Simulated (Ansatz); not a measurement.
# O–CH₂, quintet in cc-pVDZ: errors against UCCSDT(Q)

Geometry: that of the O–CH2, triplet, kept fixed. The triplet lies 10.9 eV lower here.

```xyz
4

O     0.0000    0.0000    0.6438
C     0.0000    0.0000   -0.6606
H     0.0000   -0.9567   -1.1734
H     0.0000    0.9567   -1.1734
```

Basis cc-pVDZ; Ansatz 0.2.0. Only valence electrons are correlated (noble-gas cores frozen), which leaves 12 electrons in 36 orbitals. Prefix R: restricted or restricted open-shell reference; prefix U: unrestricted. Active spaces: valence = (12e, 10o) chosen from the atoms' valence shells.

Full CI isn't at hand for all of this; UCCSDT(Q) serves as the reference, and is uncertain by the last step of the cluster series or more. The frozen core follows each run's orbitals, which can shift R against U totals by a few meV.

For open shells CISD is restricted-active-space CI with the open shells as a complete middle space.

```
UHF ⟨S²⟩                          : 6.024
T1 diagnostic (RCCSD)             : 0.0478
largest doubles amplitude (RCCSD) : 0.080
T1 diagnostic (UCCSD)             : 0.0402
```

**Question.** From what is known of these methods and the diagnostics, rank them by the size of their error in total energy against UCCSDT(Q) in cc-pVDZ, smallest first (an estimate: the text doesn't fix the numbers).
A. UCCSD(T)
B. MRCISD (valence space)
C. UCCSDT
D. RCCSDT(Q)
E. RHF

**Answer.** D (0.1 kJ/mol), C (1.6 kJ/mol), A (4.9 kJ/mol), B (44.7 kJ/mol), E (777.0 kJ/mol).

All errors are against UCCSDT(Q) in cc-pVDZ. Within each family the higher level lies nearer, as is usual though not guaranteed.

The program itself flagged as in doubt: RCCSDT(Q).

Natural occupations of CASSCF (valence space) about the gap: 1.992 1.973 1.972 1.016 1.002 0.998 0.996 0.032 0.022; effectively unpaired electrons, Σ n²(2−n)², 4.01.
